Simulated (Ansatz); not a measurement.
Two shapes of singlet NH3.

Shape 1:

```xyz
4

N    -0.0005   -0.0215    0.0765
H     0.9472    0.0340   -0.2489
H    -0.5057    0.8251   -0.2544
H    -0.4459   -0.8553   -0.2864
```

Shape 2:

```xyz
4

N    -0.0054   -0.0382    0.1233
H     0.9568    0.0336   -0.2979
H    -0.4775    0.8326   -0.2138
H    -0.4656   -0.8483   -0.2409
```

Basis set: STO-3G (spherical functions). Frozen core: 1 orbital. Charge 0, multiplicity 1.

Computed with Ansatz (development build ahead of 0.2.0); each method stands on the lowest determinant of its kind that the runs found.

Task: Which shape is lower in energy, and by how much in each method?

Result:

| method | E(2) − E(1) (eV) |
| --- | --- |
| RHF | 0.016 |
| RHF-MP2 | -0.040 |

The methods disagree on the order.
